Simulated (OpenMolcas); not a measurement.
# H3NO (hydroxylamine): levels of theory compared

Wanted: a comparison of 6 runs (B2PLYP/STO-3G, B3LYP/STO-3G, M06-2X/STO-3G, PBE0/STO-3G, UPBE/STO-3G, ACPF/STO-3G) of H3NO (hydroxylamine). 

The results are computed with OpenMolcas 26.06.

3 further runs of the same task are left out: 1 for a known fault of the program, 2 set aside as unsound or not needed.

### Step 1. The system as given

The species is H3NO (5 atoms), meant as a singlet with charge 0. SMILES: `NO`. The N1–H3 distance was set to 1.529 Å, away from the relaxed value. At this shape a bond of the SMILES string is far longer than usual.

Bond lengths: N1–O2 1.432 Å, N1–H4 1.020 Å, O2–H5 0.966 Å. Angles: N1–O2–H5 105.0°, O2–N1–H4 105.6°. A long bond or contact: N1–H3 1.529 Å.

### Step 2. A single-point energy at B2PLYP/STO-3G (run 1)

Contents of test.inp:

```
&GATEWAY
  BasLib
  $CurrDir
  BasisSet
  N.STO-3G....
  N1 -0.187480 0.053433 -0.602026 angstrom
  End of Basis
  BasisSet
  O.STO-3G....
  O2 0.363160 1.094123 0.212654 angstrom
  End of Basis
  BasisSet
  H.STO-3G....
  H3 -0.161770 -1.206140 0.265260 angstrom
  H4 -1.165260 0.305563 -0.743726 angstrom
  H5 1.117070 1.432503 -0.288576 angstrom
  End of Basis

&SEWARD
  GridInput
  Grid=UltraFine
  End of Grid

&SCF
  KSDFT
  B2PLYP_SCF
  Thresholds
  1e-10 1e-07 1e-07 1e-05
  PrOrbitals
  1 1

&MBPT2
  Frozen
  2
```

The basis set STO-3G is read from a file made from the Basis Set Exchange's data (not shown).

On the command line:

```console
export MOLCAS_MEM=1860
pymolcas test.inp > test.log
```

What it wrote:

```text
--- Start Module: gateway ---
[...]
--- Stop Module: gateway /rc=_RC_ALL_IS_WELL_ ---
[...]
      Basis functions           13
[...]
--- Start Module: scf ---
[...]
       Convergence after  12 Iterations
[...]
::    Total KS-DFT energy                            -129.6046426234
[...]
      Total spin, S                                     0.0000000000
[...]
      Total electronic charge=   18.000000
      Total            charge=   -0.000000
[...]
      Dipole Moment (debye):
      Origin of the operator (angstrom)=    0.0900    0.5689   -0.1757
                   X= -2.5814E-01               Y=  1.8733E-01               Z= -1.1250E-01           Total=  3.3821E-01
      Quadrupole Moment (debye*angstrom):
[...]
--- Stop Module: scf /rc=_RC_ALL_IS_WELL_ ---
[...]
--- Start Module: mbpt2 ---
[...]
 ###    WARNING: MP2 implementation intended for RHF references only         ###
 ###############################################################################
MBPT2 WARNING: Reference function according to RunFile:KS-DFT
I'll assume you know what you're doing and continue
WARNING!
Default frozen orbitals as non valence orbitals is overwritten by user input.
Default values:   2
[...]
       Reference weight ( Cref**2 )         =        0.91033
::    Total MBPT2 energy                             -129.7497047506
[...]
      Total MBPT2 calculations                           0.05      0.06
--- Stop Module: mbpt2 /rc=_RC_ALL_IS_WELL_ ---
[...]
```

Run time: 6.3 s. Hardware: 1 thread of Intel Xeon Platinum 8488C (Sapphire Rapids), shared host; peak memory 0.37 GiB.

### Step 3. A single-point energy at B3LYP/STO-3G (run 2)

Contents of test.inp:

```
* H3NO Kohn-Sham DFT
&GATEWAY
BasLib
$CurrDir
BasisSet
N.STO-3G....
N1 -0.187480 0.053433 -0.602026 angstrom
End of Basis
BasisSet
O.STO-3G....
O2 0.363160 1.094123 0.212654 angstrom
End of Basis
BasisSet
H.STO-3G....
H3 -0.161770 -1.206140 0.265260 angstrom
H4 -1.165260 0.305563 -0.743726 angstrom
H5 1.117070 1.432503 -0.288576 angstrom
End of Basis
&SEWARD
GridInput
Grid=UltraFine
End of Grid
&SCF
KSDFT
B3LYP
Thresholds
1e-10 1e-07 1e-07 1e-05
PrOrbitals
1 1
```

The basis set STO-3G is read from a file made from the Basis Set Exchange's data (not shown).

On the command line:

```console
export MOLCAS_MEM=1860
pymolcas test.inp > test.log
```

What it wrote:

```text
--- Start Module: gateway ---
[...]
--- Stop Module: gateway /rc=_RC_ALL_IS_WELL_ ---
--- Start Module: seward ---
[...]
      Basis functions           13
--- Stop Module: seward /rc=_RC_ALL_IS_WELL_ ---
[...]
--- Start Module: scf ---
[...]
       Convergence after  12 Iterations
[...]
::    Total KS-DFT energy                            -129.8343289492
[...]
      Total spin, S                                     0.0000000000
[...]
      Total electronic charge=   18.000000
      Total            charge=   -0.000000
[...]
      Dipole Moment (debye):
      Origin of the operator (angstrom)=    0.0900    0.5689   -0.1757
                   X= -2.2110E-01               Y=  3.6680E-01               Z= -1.0968E-01           Total=  4.4210E-01
      Quadrupole Moment (debye*angstrom):
[...]
--- Stop Module: scf /rc=_RC_ALL_IS_WELL_ ---
[...]
```

Run time: 6.6 s. Hardware: 1 thread of Intel Xeon Platinum 8488C (Sapphire Rapids), shared host; peak memory 0.37 GiB.

### Step 4. A single-point energy at M06-2X/STO-3G (run 3)

Contents of test.input:

```
* H3NO Kohn-Sham DFT
&gateway
baslib
$CurrDir
basisset
N.STO-3G....
N1 -0.187480 0.053433 -0.602026 angstrom
End of Basis
basisset
O.STO-3G....
O2 0.363160 1.094123 0.212654 angstrom
End of Basis
basisset
H.STO-3G....
H3 -0.161770 -1.206140 0.265260 angstrom
H4 -1.165260 0.305563 -0.743726 angstrom
H5 1.117070 1.432503 -0.288576 angstrom
End of Basis
&seward
gridinput
Grid=UltraFine
End of Grid
&scf
ksdft
M062X
thresholds
1e-10 1e-07 1e-07 1e-05
prorbitals
1 1
```

The basis set STO-3G is read from a file made from the Basis Set Exchange's data (not shown).

On the command line:

```console
export MOLCAS_MEM=1860
pymolcas test.input > test.log
```

What it wrote:

```text
--- Start Module: gateway ---
[...]
--- Stop Module: gateway /rc=_RC_ALL_IS_WELL_ ---
--- Start Module: seward ---
[...]
      Basis functions           13
--- Stop Module: seward /rc=_RC_ALL_IS_WELL_ ---
[...]
--- Start Module: scf ---
[...]
       Convergence after  12 Iterations
[...]
::    Total KS-DFT energy                            -129.8239983222
[...]
      Total spin, S                                     0.0000000000
[...]
      Total electronic charge=   18.000000
      Total            charge=   -0.000000
[...]
      Dipole Moment (debye):
      Origin of the operator (angstrom)=    0.0900    0.5689   -0.1757
                   X= -2.3761E-01               Y=  2.0373E-01               Z= -8.9521E-02           Total=  3.2554E-01
      Quadrupole Moment (debye*angstrom):
[...]
--- Stop Module: scf /rc=_RC_ALL_IS_WELL_ ---
[...]
```

It took 8.1 s on 1 thread of Intel Xeon Platinum 8488C (Sapphire Rapids), shared host; peak memory 0.37 GiB.

Runs 4 to 5 aren't shown in full; the table further down has their settings and results.

### Step 5. The energy at ACPF/STO-3G (run 6)

Contents of test.inp:

```
>>> EXPORT MOLCAS_PRINT=2

&gateway
  baslib=$CurrDir
  basisset
  N.STO-3G....
  N1 -0.187480 0.053433 -0.602026 angstrom
  End of Basis
  basisset
  O.STO-3G....
  O2 0.363160 1.094123 0.212654 angstrom
  End of Basis
  basisset
  H.STO-3G....
  H3 -0.161770 -1.206140 0.265260 angstrom
  H4 -1.165260 0.305563 -0.743726 angstrom
  H5 1.117070 1.432503 -0.288576 angstrom
  End of Basis

&seward

&scf
  thresholds=1e-10 1e-07 1e-07 1e-05
  prorbitals=1 1

&motra
  frozen=2

&guga
  electrons=14
  spin=1
  inactive=7
  active=0
  ciall=1

&cpf
  acpf
```

The basis set STO-3G is read from a file made from the Basis Set Exchange's data (not shown).

On the command line:

```console
export MOLCAS_MEM=1860
pymolcas test.inp > test.log
```

What it wrote:

```text
--- Start Module: gateway ---
[...]
--- Stop Module: gateway /rc=_RC_ALL_IS_WELL_ ---
[...]
      Basis functions           13
[...]
       Convergence after  12 Iterations
[...]
::    Total SCF energy                               -129.1474592598
[...]
      Total spin, S                                     0.0000000000
[...]
      *** WARNING: Default frozen orbitals is overwritten by user input.
      *** Default values:   2
[...]
--- Start Module: guga ---
[...]
--- Stop Module: guga /rc=_RC_ALL_IS_WELL_ ---
--- Start Module: cpf ---
[...]
      Active orbitals                            0       0
[...]
      Spin quantum number                      0.0
[...]
     FINAL ACPF ENERGY        -129.30686421
     FINAL CORRELATION ENERGY   -0.15940495  REFERENCE ENERGY    -129.14745926
[...]
      Title:  ACPF natural orbitals
[...]
      Total electronic charge=   18.000000
      Total            charge=   -0.000000
[...]
      Dipole Moment (debye):
      Origin of the operator (angstrom)=    0.0900    0.5689   -0.1757
                   X= -2.3223E-01               Y=  5.4761E-01               Z= -1.8856E-01           Total=  6.2399E-01
      Quadrupole Moment (debye*angstrom):
[...]
--- Stop Module: cpf /rc=_RC_ALL_IS_WELL_ ---
[...]
```

It took 3.3 s on 1 thread of Intel Xeon Platinum 8488C (Sapphire Rapids), shared host; peak memory 0.37 GiB.

### Step 6. All runs side by side

```csv
run,level,frozen core orbitals,scramble,energy (Eh),dipole moment (D) of the reference,HOMO energy (eV),LUMO energy (eV),wall time
1,B2PLYP/STO-3G,2,–,-129.643809,0.34,-5.83,4.91,6.3 s
2,B3LYP/STO-3G,–,–,-129.834329,0.44,-3.80,2.80,6.6 s
3,M06-2X/STO-3G,–,–,-129.823998,0.33,-5.68,4.42,8.1 s
4,PBE0/STO-3G,–,–,-129.710354,0.39,-4.04,3.22,6 s
5,UPBE/STO-3G,–,0.25,-129.697781,0.55,-2.17,2.01,11 s
6,ACPF/STO-3G,2,–,-129.306864,0.30,-8.59,8.11,3.3 s
```

### Step 7. What came out

```
                                          quantity          value
                               run 6: total energy  -129.30686 Eh
         run 6: dipole moment (mean-field density)         0.30 D
        run 6: HOMO energy (Hartree–Fock orbitals)       -8.59 eV
        run 6: LUMO energy (Hartree–Fock orbitals)        8.11 eV
      run 6: HOMO–LUMO gap (Hartree–Fock orbitals)       16.70 eV
run 6: correlation energy (2 core orbitals frozen)     -159.4 mEh
```

Over runs 1, 2, 3, 4, 5 the dipole moment (its size) runs from 0.33 D (M06-2X/STO-3G) to 0.55 D (UPBE/STO-3G). Over runs 1, 2, 3, 4, 5 the HOMO–LUMO gap runs from 4.18 eV (UPBE/STO-3G) to 10.73 eV (B2PLYP/STO-3G). A double hybrid's value is that of its SCF part. For B2PLYP the log adds the whole second-order term; the table takes 0.27 of it, as the functional is defined. Totals of different functionals can't be ranked against each other. In runs 1, 2, 3, 4, 5, 6 the basis is minimal, so the values are rough. All runs together took 41 s, the longest 11 s.
